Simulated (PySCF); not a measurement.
disulfur (S₂), SMILES S=S (connectivity only; charge and spin as stated), neutral, multiplicity 3. Atoms are numbered in the order given.

```xyz
2

S      0.0000     0.0000    -0.9427
S      0.0000     0.0000     0.9427
```
Charge 0, spin multiplicity 3.

Geometry: PBE0-D3(BJ)/def2-TZVPD.

The numbers are results of PBE0-D3(BJ)/def2-TZVPD run with PySCF, not measurements.

Frequencies are harmonic and unscaled.

Computed normal modes with their intensities:
```
mode  ν (cm⁻¹)  IR (km/mol)  moving atoms (share of kinetic energy)
----  --------  -----------  --------------------------------------
1          753          0.0                                 S 100 %
```
